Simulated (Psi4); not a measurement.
Psi4 input (wB97X-D/6-31G*):

```
memory 1500 MB

molecule {
0 2
C    -0.00226556    0.74468015   -0.37592749
O     0.04576652    0.09443684    0.82068210
C     0.04828699   -0.69904179   -0.41916867
H    -0.78219807    1.46229338   -0.61082909
H    -0.84845617   -1.29597784   -0.55285518
H     0.98839347   -1.19564042   -0.63119565
symmetry c1
no_reorient
no_com
}

set {
  basis 6-31G*
  reference uks
  scf_type pk
  dft_radial_points 99
  dft_spherical_points 590
  e_convergence 1e-8
  d_convergence 1e-7
  maxiter 150
}

e = energy('wb97x-d')
print_out(f'\nFINAL {e:.10f} DIPOLE {variable("CURRENT DIPOLE")[0]:.6f} {variable("CURRENT DIPOLE")[1]:.6f} {variable("CURRENT DIPOLE")[2]:.6f}\n')
```

Output:

```
   => Loading Basis Set <=

    Name: 6-31G*
    Role: ORBITAL
    Keyword: BASIS
    atoms 1, 3 entry C          line   111 file 6-31gs.gbs
    atoms 2    entry O          line   145 file 6-31gs.gbs
    atoms 4-6  entry H          line    44 file 6-31gs.gbs

   => WB97X-D: Empirical Dispersion <=

    Chai and Head-Gordon Dispersion Correction
    Chai, J.-D.; Head-Gordon, M. (2010), J. Chem. Phys., 132: 6615-6620

        s6 =       1.000000

         ---------------------------------------------------------
                                   SCF
               by Justin Turney, Rob Parrish, Andy Simmonett
                          and Daniel G. A. Smith
                              UKS Reference
         ---------------------------------------------------------

  ==> Geometry <==

    Molecular point group: c1
    Full point group: C1

    Geometry (in Angstrom), charge = 0, multiplicity = 2:

       Center              X                  Y                   Z               Mass
    ------------   -----------------  -----------------  -----------------  -----------------
         C           -0.002265560000     0.744680150000    -0.375927490000    12.000000000000
         O            0.045766520000     0.094436840000     0.820682100000    15.994914619570
         C            0.048286990000    -0.699041790000    -0.419168670000    12.000000000000
         H           -0.782198070000     1.462293380000    -0.610829090000     1.007825032230
         H           -0.848456170000    -1.295977840000    -0.552855180000     1.007825032230
         H            0.988393470000    -1.195640420000    -0.631195650000     1.007825032230

  Running in c1 symmetry.

  Rotational constants: A =      1.00082  B =      0.79053  C =      0.49826 [cm^-1]
  Rotational constants: A =  30003.96733  B =  23699.60583  C =  14937.39042 [MHz]
  Nuclear repulsion =   68.649649842277796

  Charge       = 0
  Multiplicity = 2
  Electrons    = 23
  Nalpha       = 12
  Nbeta        = 11

  ==> Algorithm <==

  SCF Algorithm Type is PK.
  DIIS enabled.
  MOM disabled.
  Fractional occupation disabled.
  Guess Type is SAD.
  Energy threshold   = 1.00e-08
  Density threshold  = 1.00e-07
  Integral threshold = 1.00e-12

  ==> Primary Basis <==

  Basis Set: 6-31G*
    Blend: 6-31G*
    Number of shells: 24
    Number of basis functions: 51
    Number of Cartesian functions: 51
    Spherical Harmonics?: false
    Max angular momentum: 2

  ==> DFT Potential <==

   => LibXC <=

    Version 7.1.2
    S. Lehtola, C. Steigemann, M. J. T. Oliveira, and M. A. L. Marques,  SoftwareX 7, 1–5 (2018) (10.1016/j.softx.2017.11.002)

   => Composite Functional: WB97X-D <=

    wB97X-D Hyb-GGA Exchange-Correlation Functional

    J.-D. Chai and M. Head-Gordon,  Phys. Chem. Chem. Phys. 10, 6615–6620 (2008) (10.1039/B810189B)

    Deriv               =              1
    GGA                 =           TRUE
    Meta                =          FALSE

    Exchange Hybrid     =           TRUE
    MP2 Hybrid          =          FALSE

   => Exchange-Correlation Functionals <=

    1.0000   wB97X-D range-separated functional

   => Exact (HF) Exchange <=

    0.7780            HF,LR [omega = 0.2000]
    0.2220               HF

   => LibXC Density Thresholds  <==

    XC_HYB_GGA_XC_WB97X_D:  1.00E-14

   => Molecular Quadrature <=

    Radial Scheme          =       TREUTLER
    Pruning Scheme         =           NONE
    Nuclear Scheme         =       TREUTLER

    Blocking Scheme        =         OCTREE
    BS radius alpha        =              1
    Pruning alpha          =              1
    Radial Points          =             99
    Spherical Points       =            590
    Total Points           =         331983
    Total Blocks           =           2444
    Max Points             =            256
    Max Functions          =             51
    Weights Tolerance      =       1.00E-15

  ==> Integral Setup <==

  Using in-core PK algorithm.
   Calculation information:
      Number of atoms:                   6
      Number of AO shells:              24
      Number of primitives:             57
      Number of atomic orbitals:        51
      Number of basis functions:        51

      Integral cutoff                 1.00e-12
      Number of threads:                 1

  Performing in-core PK
  Using 2639403 doubles for integral storage.
  We computed 45135 shell quartets total.
  Whereas there are 45150 unique shell quartets.

  Computing range-separated integrals for PK
  We computed 45135 wK shell quartets total.
  Whereas there are 45150 wK unique shell quartets.

  ==> DiskJK: Disk-Based J/K Matrices <==

    J tasked:                  Yes
    K tasked:                  Yes
    wK tasked:                 Yes
    Omega:               2.000E-01
    Schwarz Cutoff:          1E-12


  Cached 100.0% of DFT collocation blocks in 0.461 [GiB].

  Minimum eigenvalue in the overlap matrix is 7.2187858646E-03.
  Reciprocal condition number of the overlap matrix is 1.0657879212E-03.
    Using symmetric orthogonalization.

  ==> Pre-Iterations <==

  SCF Guess: Superposition of Atomic Densities via on-the-fly atomic UHF (no occupation information).

   -------------------------
    Irrep   Nso     Nmo
   -------------------------
     A         51      51
   -------------------------
    Total      51      51
   -------------------------

  ==> Iterations <==

                        Total Energy        Delta E     RMS |[F,P]|

   @UKS iter SAD:  -152.58525710392382   -1.52585e+02   0.00000e+00
   @UKS iter   1:  -153.00910883432803   -4.23852e-01   6.41946e-03 ADIIS/DIIS
   @UKS iter   2:  -153.02842518937524   -1.93164e-02   5.82067e-03 ADIIS/DIIS
   @UKS iter   3:  -153.05900481823414   -3.05796e-02   1.54605e-03 ADIIS/DIIS
   @UKS iter   4:  -153.06128768984482   -2.28287e-03   3.13245e-04 ADIIS/DIIS
   @UKS iter   5:  -153.06144718644393   -1.59497e-04   8.39375e-05 DIIS
   @UKS iter   6:  -153.06146799007107   -2.08036e-05   3.15545e-05 DIIS
   @UKS iter   7:  -153.06147133207739   -3.34201e-06   1.63644e-05 DIIS
   @UKS iter   8:  -153.06147248016117   -1.14808e-06   3.99299e-06 DIIS
   @UKS iter   9:  -153.06147258420705   -1.04046e-07   1.19395e-06 DIIS
   @UKS iter  10:  -153.06147259298356   -8.77651e-09   3.46144e-07 DIIS
   @UKS iter  11:  -153.06147259370880   -7.25237e-10   8.59071e-08 DIIS
  Energy and wave function converged.

  ==> Post-Iterations <==

   Electrons on quadrature grid:
      Nalpha   =   12.0000001402 ; deviation = 1.402e-07
      Nbeta    =   11.0000001189 ; deviation = 1.189e-07
      Ntotal   =   23.0000002591 ; deviation = 2.591e-07

   @Spin Contamination Metric:   3.120161067E-03
   @S^2 Expected:                7.500000000E-01
   @S^2 Observed:                7.531201611E-01
   @S   Expected:                5.000000000E-01
   @S   Observed:                5.000000000E-01

    Orbital Energies [Eh]
    ---------------------

    Alpha Occupied:

       1A    -19.313503     2A    -10.360821     3A    -10.358560
       4A     -1.204281     5A     -0.782708     6A     -0.719448
       7A     -0.603956     8A     -0.573758     9A     -0.496323
      10A     -0.428923    11A     -0.411231    12A     -0.285277

    Alpha Virtual:

      13A      0.164242    14A      0.204975    15A      0.216123
      16A      0.228706    17A      0.270862    18A      0.383815
      19A      0.550889    20A      0.623000    21A      0.642861
      22A      0.663212    23A      0.678153    24A      0.736815
      25A      0.881445    26A      0.926310    27A      0.981613
      28A      0.984939    29A      1.030408    30A      1.043424
      31A      1.079609    32A      1.305554    33A      1.504704
      34A      1.540406    35A      1.557197    36A      1.740216
      37A      1.849243    38A      1.899089    39A      2.067956
      40A      2.131682    41A      2.215535    42A      2.301102
      43A      2.381746    44A      2.505624    45A      2.566252
      46A      2.636209    47A      2.903206    48A      2.996528
      49A      3.820619    50A      4.212492    51A      4.375902

    Beta Occupied:

       1A    -19.308853     2A    -10.360984     3A    -10.347257
       4A     -1.192429     5A     -0.774632     6A     -0.694419
       7A     -0.590563     8A     -0.557350     9A     -0.487682
      10A     -0.409508    11A     -0.388507

    Beta Virtual:

      12A      0.028550    13A      0.171487    14A      0.206573
      15A      0.225371    16A      0.241481    17A      0.273879
      18A      0.400352    19A      0.557228    20A      0.635016
      21A      0.658060    22A      0.686396    23A      0.698752
      24A      0.744802    25A      0.888039    26A      0.930391
      27A      0.984030    28A      0.990887    29A      1.044351
      30A      1.059243    31A      1.082931    32A      1.314638
      33A      1.512330    34A      1.563396    35A      1.568358
      36A      1.755690    37A      1.867187    38A      1.930746
      39A      2.084894    40A      2.155423    41A      2.233051
      42A      2.311351    43A      2.399876    44A      2.522634
      45A      2.590320    46A      2.662214    47A      2.912676
      48A      3.008194    49A      3.828343    50A      4.241792
      51A      4.391999

    Final Occupation by Irrep:
              A
    DOCC [    11 ]
    SOCC [     1 ]
    NA   [    12 ]
    NB   [    11 ]

  @UKS Final Energy:  -153.06147259370880

   => Energetics <=

    Nuclear Repulsion Energy =             68.6496498422777961
    One-Electron Energy =                -343.1609964978432572
    Two-Electron Energy =                 135.5967230444395000
    DFT Exchange-Correlation Energy =     -14.1461578064404012
    Empirical Dispersion Energy =          -0.0006911761423887
    VV10 Nonlocal Energy =                  0.0000000000000000
    Total Energy =                       -153.0614725937087996

  UHF NO Occupations:
  HONO-2 :   10  A 1.9996160
  HONO-1 :   11  A 1.9991389
  HONO-0 :   12  A 1.0000000
  LUNO+0 :   13  A 0.0008611
  LUNO+1 :   14  A 0.0003840
  LUNO+2 :   15  A 0.0001723
  LUNO+3 :   16  A 0.0000953

Computation Completed

Properties will be evaluated at   0.000000,   0.000000,   0.000000 [a0]

Properties computed using the SCF density matrix

 Multipole Moments:

 ------------------------------------------------------------------------------------
     Multipole            Electronic (a.u.)      Nuclear  (a.u.)        Total (a.u.)
 ------------------------------------------------------------------------------------

 L = 1.  Multiply by 2.5417464519 to convert [e a0] to [Debye]
 Dipole X            :         -0.2610545           -0.0000001           -0.2610546
 Dipole Y            :         -0.2567481            0.0000000           -0.2567481
 Dipole Z            :         -0.6021073           -0.0000002           -0.6021075
 Magnitude           :                                                    0.7047003

 ------------------------------------------------------------------------------------

FINAL -153.0614725937 DIPOLE -0.261055 -0.256748 -0.602107

*** Psi4 exiting successfully. Buy a developer a beer!
```

The geometry given is a B3LYP-D3(BJ)/def2-TZVP minimum.
